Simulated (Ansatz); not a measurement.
# CH₄BN: vertical ionisation energy

One table from this session's results is given with a row withheld; the runs are named, their logs left out.

Method: unrestricted cation, the program's frozen cores in correlated methods; program: Ansatz 0.2.0, Gaussian basis.

The runs, in order: UKS PBE-D4/def2-TZVPP; UKS r2SCAN-D4/def2-TZVPP; UKS PBE0-D4/def2-TZVPP; UKS B3LYP-D4/def2-TZVPP; UKS wB97X-V/def2-TZVPP; UKS wB97M-V/def2-TZVPP; UKS B2PLYP/def2-TZVPP; UHF-CCSD(T)/def2-TZVPP; UHF-MP2/def2-QZVPP; extrapolation to the limit; then −ε(HOMO) from the neutral's earlier runs with LDA (SPW92), PBE-D4, revPBE-D4, BLYP-D4, r2SCAN-D4, B97M-V, PBE0-D4, B3LYP-D4, r2SCANh-D4, r2SCAN0-D4, HSE06-D4, BHLYP-D4, CAM-B3LYP-D4, LC-ωPBE, ωB97X-V, ωB97M-V.

1 further run of the same task is left out (it didn't finish).

## The relaxed structure

All runs share one geometry, relaxed beforehand with PBE0-D4 in a triple-zeta def2 set.

SMILES `BN=C`, 7 atoms, charge 0, spin multiplicity 1.

Atoms are counted from 1 here; the program's logs count them from 0.

Bond lengths: B1–N2 1.351 Å, B1–H4 1.197 Å, B1–H5 1.197 Å, N2–C3 1.241 Å, C3–H6 1.094 Å, C3–H7 1.094 Å. Angles: N2–B1–H4 118.7°, N2–B1–H5 118.7°, H4–B1–H5 122.7°, B1–N2–C3 180.0°, N2–C3–H6 121.4°, N2–C3–H7 121.4°, H6–C3–H7 117.1°.

The first run:

in.yaml reads:

```yaml
crystal:
  periodic: [false, false, false]
  atoms:
    - {symbol: B, position_ang: [-1.112103, 0.375981, -0.546400]}
    - {symbol: N, position_ang: [0.050312, -0.023903, 0.013480]}
    - {symbol: C, position_ang: [1.117802, -0.391268, 0.527657]}
    - {symbol: H, position_ang: [-1.531526, -0.227172, -1.491159]}
    - {symbol: H, position_ang: [-1.680533, 1.318842, -0.077435]}
    - {symbol: H, position_ang: [1.137705, -1.127163, 1.336636]}
    - {symbol: H, position_ang: [2.079543, 0.006782, 0.191522]}
basis:
  gaussian: {orbitals: def2-TZVPP}
total_charge: 1
magnetization: {spin_polarized: true, initial_magnetization: 1}
hamiltonian: {xc: pbe, dispersion: d4}
```

Command:

```bash
> ansatz run in.yaml --threads 2 --pin off --events-out ev --progress --plain --max-ram 4352MiB
```

Steps of the session up to this table: Cation, UKS PBE-D4/def2-TZVPP; Cation, UKS r2SCAN-D4/def2-TZVPP; Cation, UKS PBE0-D4/def2-TZVPP; Cation, UKS B3LYP-D4/def2-TZVPP; Cation, UKS wB97X-V/def2-TZVPP; Cation, UKS wB97M-V/def2-TZVPP; Cation, UKS B2PLYP (frozen core)/def2-TZVPP; Cation, UHF-CCSD(T)/def2-TZVPP; Cation, UHF-MP2/def2-QZVPP.

One of the session's tables, all rows but one given; the rest of the session is left out.

For comparison, −ε(HOMO) of the neutral from earlier runs:

| functional | −ε(HOMO) (eV) |
| --- | --- |
| LDA (SPW92) | 6.77 |
| PBE-D4 | 6.64 |
| revPBE-D4 | 6.59 |
| BLYP-D4 | 6.52 |
| r2SCAN-D4 | 6.84 |
| B97M-V | 6.94 |
| PBE0-D4 | 7.92 |
| B3LYP-D4 | 7.70 |
| r2SCANh-D4 | 7.32 |
| r2SCAN0-D4 | 8.06 |
| HSE06-D4 | 7.51 |
| BHLYP-D4 | ? |
| CAM-B3LYP-D4 | 9.31 |
| LC-ωPBE | 10.68 |
| ωB97X-V | 10.31 |
| ωB97M-V | 10.24 |

Q: Estimate the row for BHLYP-D4 from the others.

Worked estimate for «−ε(HOMO) (eV)». Against the share of exact exchange, BLYP-D4 (0, 6.52), B3LYP-D4 (0.2, 7.70) give a slope of 5.90 per unit share; at 0.5 the line stands at 9.47.

The run gave: −ε(HOMO) (eV): 9.12. In «−ε(HOMO) (eV)» the line misses by +0.35.
